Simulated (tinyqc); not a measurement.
Ways to converge the cycle: SCF convergence aids in the sto-3g basis, for CH3+, spin multiplicity 1. Computed by the program tinyqc with PySCF. Command: `OMP_NUM_THREADS=1 python tinyqc.py 111153 111154 out.jsonl`; one thread of a shared host (Intel(R) Xeon(R) Processor @ 2.60GHz), about 0.5 s.

Geometry (angstrom):
```
atom        x        y       z
C      0.0000   0.0000  0.0450
H      1.1790   0.0000  0.0000
H     -0.5890   1.0210  0.0000
H     -0.5890  -1.0210  0.0000
```

lowest restricted solution found by these runs and by PySCF = -38.771350 hartree

RHF with one setting changed at a time; a run stops when the energy changes by less than 1e-09 hartree and the error matrix is below 1e-5. The start is the Wolfsberg-Helmholz matrix. Damping d keeps d of the old density; a shift (hartree) raises the virtual levels; DIIS n extrapolates F over n matrices.

Largest element of the error matrix X^T (FDS - SDF) X:
```
iteration    plain  damping 0.3  damping 0.6  shift 0.4   DIIS 3   DIIS 8
1          3.3e-01      3.3e-01      3.3e-01    3.3e-01  3.3e-01  3.3e-01
2          4.5e-02      1.2e-01      2.1e-01    6.0e-02  4.5e-02  4.5e-02
3          1.1e-02      4.1e-02      1.3e-01    2.8e-02  7.6e-03  7.6e-03
4          3.4e-03      1.6e-02      8.2e-02    1.3e-02  9.5e-04  9.5e-04
5          9.3e-04      8.5e-03      5.2e-02    6.0e-03  2.9e-05  2.2e-05
6          2.6e-04      4.3e-03      3.3e-02    2.7e-03  6.1e-06  1.1e-06
8          2.1e-05      1.1e-03      1.3e-02    5.5e-04        -        -
10               -      2.7e-04      6.2e-03    1.1e-04        -        -
14               -      1.7e-05      1.7e-03    4.6e-06        -        -
20               -            -      2.3e-04          -        -        -
30               -            -      8.0e-06          -        -        -
```

How each run ends:
```
run          iterations  E (hartree)         state
plain                 9    -38.77135  lowest found
damping 0.3          18    -38.77135  lowest found
damping 0.6          37    -38.77135  lowest found
shift 0.4            14    -38.77135  lowest found
DIIS 3                7    -38.77135  lowest found
DIIS 8                6    -38.77135  lowest found
```

6 of 6 runs reach the lowest restricted solution found, in 6 to 37 iterations (fastest: DIIS 8). Plain steps already contract here, so damping only slows them. DIIS 3 and DIIS 8 gain by cancelling the error over several earlier matrices, much as a quasi-Newton step does.
